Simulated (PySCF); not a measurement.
A family of related molecules: binary hydrides. Isolated molecules, 0 K electronic values unless said otherwise. Strings in code marks are SMILES.

Computed with TPSSh-D3(BJ)/def2-TZVP // PBE0-D3(BJ)/def2-TZVP (PySCF). All candidates: neutral, multiplicity 1. Delta-SCF ions had no search for a lower state. 

```yaml
adiabatic ionisation energy (no zero-point term): 11.86 eV
HOMO–LUMO gap: 6.96 eV
vertical ionisation energy (Delta-SCF): 12.98 eV
```

### Question
Name which member has these values.
(A) `C`
(B) `B`
(C) `[MgH2]`
(D) `Br`

### Answer
B, `B`. The others give `C`: 12.58 eV, 11.68 eV, 14.04 eV; `Br`: 11.72 eV, 7.49 eV, 11.73 eV; `[MgH2]`: 9.45 eV, 5.98 eV, 9.50 eV
